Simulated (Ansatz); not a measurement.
The cluster Li₂O, relaxed as a singlet with RKS r2SCAN-D4/def2-TZVP in Ansatz, starting from the GFN1-xTB geometry. Force threshold 0.02 eV/Å.

The structure comes from a short search, and lower isomers may exist.

Start:

```
atom   x (Å)   y (Å)   z (Å)
 Li1   0.925   1.140  -0.249
 Li2  -0.679  -1.313   0.182
  O3  -0.247   0.173   0.067
```

(1) Estimate the energy that the relaxation releases and the steps that it takes.

(2) Does the start keep its bonding and symmetry?

(3) Predict the relaxed structure.

## Answers

(1) 3.2 kcal/mol, in 5 steps; 2.1 s on 4 threads of Arm Neoverse V2 on a shared host. No frequencies were taken in this run, so the end may be a saddle point.

(2) By distances, no bond broke or formed. The bond that changes most is Li1–O3, from 1.55 to 1.62 Å (atoms count from 1). Point group C2v at the start, D∞h at the end, both within 0.05 Å.

(3) 
```xyz
3

Li    0.8761    1.3376   -0.2351
Li   -0.8742   -1.3390    0.2346
O    -0.0020    0.0014    0.0005
```
Bond lengths (bridged metal pairs left out): 2 × Li–O 1.62 Å.
